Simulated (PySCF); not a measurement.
# F2 at other levels of theory

Starting from one script, swap the method and compare what comes out for F2.

The runs use PySCF 2.14.0; method and basis as typed in the scripts.

**1. Starting geometry**

F2: 2 atoms, charge 0, spin multiplicity 1.

Bond lengths: F1–F2 1.230 Å.

**2. Base script**

input.py

```python
from pyscf import gto, scf

mol = gto.M(
    atom='F 0 0 0; F 0 0 1.23',
    basis='jorge-dzp',
    charge=0,
    spin=0,
    verbose=4,
)
mf = scf.UHF(mol)
mf.kernel()
mf.dip_moment()
print('orbital energies (hartree):', [e[max(0, n-3):n+3].round(4) for e, n in zip(mf.mo_energy, mol.nelec)])
```

Run with:

```console
> OMP_NUM_THREADS=1 python input.py
```

The log of this run is left out.

It gives: E(SCF) = -198.712184 Eh, 8 cycles, μ = 0.00 D.

The bond length is a typed value, not an optimised one.

**3. EOM-EE**

Run 1 changes step after the SCF: none → eomee; number of roots: none → 6.

input.py

```python
from pyscf import gto, scf, cc

mol = gto.M(
    atom='F 0 0 0; F 0 0 1.23',
    basis='jorge-dzp',
    charge=0,
    spin=0,
    verbose=4,
)
mf = scf.UHF(mol)
mf.kernel()
mycc = cc.CCSD(mf)
mycc.kernel()
e = mycc.eeccsd(nroots=6)[0]
print('roots (eV) =', (e*27.211386).round(3))
mf.dip_moment()
print('orbital energies (hartree):', [e[max(0, n-3):n+3].round(4) for e, n in zip(mf.mo_energy, mol.nelec)])
```

Run with:

```console
> OMP_NUM_THREADS=1 python input.py
```

**4. CASSCF (ROHF)**

Run 2 changes step after the SCF: none → casscf; SCF type: UHF → ROHF; active space: none → 4 electrons in 4 orbitals.

input.py

```python
from pyscf import gto, scf, mcscf

mol = gto.M(
    atom='F 0 0 0; F 0 0 1.23',
    basis='jorge-dzp',
    charge=0,
    spin=0,
    verbose=4,
)
mf = scf.ROHF(mol)
mf.kernel()
mc = mcscf.CASSCF(mf, 4, 4)
mc.kernel()
mc.analyze()
mf.dip_moment()
print('orbital energies (hartree):', mf.mo_energy[..., max(0, mol.nelec[1]-3):mol.nelec[0]+3].round(4))
```

**5. R2scan (UKS)**

Run 3 changes functional: none (Hartree–Fock) → r2scan; SCF type: UHF → UKS; step after the SCF: none → analyze.

input.py

```python
from pyscf import gto, dft

mol = gto.M(
    atom='F 0 0 0; F 0 0 1.23',
    basis='jorge-dzp',
    charge=0,
    spin=0,
    verbose=4,
)
mf = dft.UKS(mol, xc='r2scan')
mf.kernel()
mf.analyze()
print('orbital energies (hartree):', [e[max(0, n-3):n+3].round(4) for e, n in zip(mf.mo_energy, mol.nelec)])
```

**6. ROHF**

Run 4 changes SCF type: UHF → ROHF.

input.py

```python
from pyscf import gto, scf

mol = gto.M(
    atom='F 0 0 0; F 0 0 1.23',
    basis='jorge-dzp',
    charge=0,
    spin=0,
    verbose=4,
)
mf = scf.ROHF(mol)
mf.kernel()
mf.dip_moment()
print('orbital energies (hartree):', mf.mo_energy[..., max(0, mol.nelec[1]-3):mol.nelec[0]+3].round(4))
```

Q: Predict the outcome of this session. Wanted: for each run, E(SCF); from base; gap; after the SCF.

The runs gave:

```
          run  E(SCF) (hartree)  from base (eV)  cycles  gap (eV)                                    after the SCF
         base       -198.712184               0       8     24.11                                              n/a
       EOM-EE       -198.712184          0.0000       8     24.11  CCSD correlation -10.746 eV, first root 6.54 eV
CASSCF (ROHF)       -198.712184          0.0000       7       n/a                     CASSCF correlation -1.857 eV
 r2scan (UKS)       -199.447001  not comparable       6      7.75                                              n/a
         ROHF       -198.712184          0.0000       7       n/a                                              n/a
```

**Reading.** No change of the SCF energy comes from ROHF. A lower total energy from another functional means nothing by itself. The dearest run is “EOM-EE”, at 6 s against 0.71 s.
